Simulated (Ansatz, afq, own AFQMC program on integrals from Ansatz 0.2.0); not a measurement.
Integrals from Ansatz 0.2.0, then the random walk in our own AFQMC program (afq).

```yaml
crystal:
  periodic: [false, false, false]
  atoms:
    - {symbol: Sc, position_ang: [0.000000, 0.000000, 0.519937]}
    - {symbol: N, position_ang: [0.000000, 0.000000, -1.385381]}
    - {symbol: H, position_ang: [0.000000, 0.827858, -1.969186]}
    - {symbol: H, position_ang: [0.000000, -0.827858, -1.969186]}
basis:
  gaussian: {orbitals: def2-TZVP}
magnetization: {spin_polarized: false}
correlation: {method: ccsd_t, electrons: outside_noble_gas, hamiltonian_folder: ham}
```

```sh
$ ansatz run in.yaml --threads 1 --pin off --events-out ev --progress --plain --max-ram 24576MiB --backend cuda --devices 0, --max-vram 18GiB
```

Options of the walk:

```
--method phaseless --trial cisd --walkers 4000 --populations 20 --least-time 60 --time-step 0.005 --steps-per-block 50 --equilibration-blocks 40 --max-blocks 4000 --target-error 0.00019 --factor-cut 1e-05 --seed 4540 --release-times 0.24,0.6,1.2,2,3,4.2 --release-step 0.04 --release-every 3 --taylor-order 6
```

Times are imaginary, in 1/Eh. The walk had a cap of 302 s. With eight or more populations the least sampling time is a fifth of least-time, and the error comes from their spread.

afq prints:

```
orbitals 78  electrons 5 5  factors 616 of 736
reference energy -815.37905280 Eh
CCSD correlation -0.28940746 Eh in 16 cycles, weight of the determinant in the CISD state 0.8448
energy of the start -815.668453 Eh
 block  time / (1/Eh)  mean weight  energy / Eh
     1     0.250  0.9998  -815.666586
     2     0.500  1.0000  -815.670003
     3     0.750  0.9999  -815.673092
     4     1.000  0.9998  -815.675506
     5     1.250  1.0003  -815.675805
    10     2.500  0.9995  -815.680974
    25     6.250  0.9995  -815.681630
    31     7.750  1.0002  -815.679568
    40    10.000  0.9998  -815.682641
    55    13.750  0.9998  -815.682404
    67    16.750  0.9995  -815.684390
    70    17.500  1.0002  -815.683885
    85    21.250  1.0000  -815.682425
   100    25.000  0.9998  -815.680754
   115    28.750  1.0000  -815.680332
   130    32.500  1.0003  -815.680485
   145    36.250  0.9998  -815.682828
   151    37.750  1.0002  -815.680376
error from the spread of 20 populations
released: time / (1/Eh)  energy / Eh  error  mean overlap
  0.24  -815.682223  0.000170  0.9945
  0.60  -815.682095  0.000187  0.9942
  1.20  -815.682553  0.000238  0.9849
  2.00  -815.682611  0.000380  0.9737
  3.00  -815.682368  0.000520  0.9627
  4.20  -815.682673  0.000970  0.9360
energy -815.681923 +/- 0.000194 Eh
(rows thinned)
```

The run passed its tests (sampling time, drift between the halves within three errors, error under three times the target), which doesn't prove that it has relaxed, ending at its cap on processor time.

Against this walk (error 5.3 meV) on the same determinant: CCSD(T) 17.4 meV higher, CCSDT(Q) 17.3 meV lower. The error is statistical and leaves out the bias of the constraint. Released to 2.00 1/Eh the energy moves by -19 ± 12 meV (both errors), within twice the noise.

Cautions: constraint bias not in the error; no relativity below Rb; outer-core shells of the metal frozen; higher spins were not checked; restricted determinant unstable towards unrestricted (UHF 86 meV lower, ⟨S²⟩ 0.45).

The walk took 5.2 min on 1 × NVIDIA H100 80GB HBM3 with 2 threads of AMD EPYC 7R13 Processor (Zen 3), with other jobs on the host (the card was shared). The log's last line is the phaseless energy.

CCSDT and higher add their correlation energy to the determinant of the CCSD(T) run, since their own runs factorise the integrals more tightly (a shift of under 2 meV). A walk keeps the symmetry of its determinant, which the program's search chose and which needn't be the lowest solution, so a lower state of the same spin and another symmetry isn't excluded.
